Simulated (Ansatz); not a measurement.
A structure relaxed at PBE0-D4/def2-TZVP, charge 0, multiplicity 1:

Cartesian coordinates in Å:
```
C 0.2872 -1.1277 -0.6651
C -0.5878 -0.0164 -0.1089
C 0.2064 0.9690 0.7056
F 1.1524 1.5727 -0.0695
Cl -0.8460 2.2320 1.3909
H 1.0656 -0.7279 -1.3166
H 0.7730 -1.6910 0.1361
H -0.3129 -1.8293 -1.2469
H -1.3719 -0.4234 0.5340
H -1.0835 0.5342 -0.9129
H 0.7174 0.5077 1.5532
```

(1) Give its formula and SMILES.

(2) Summarise the bond lengths by kind.

Results:

(1) C3H6ClF, `CCC(F)Cl`.

(2) 2 × C–C 1.505 to 1.520 Å; 6 × C–H 1.091 to 1.093 Å; 1 × C–F 1.364 Å; 1 × C–Cl 1.781 Å.

Computed with Ansatz.
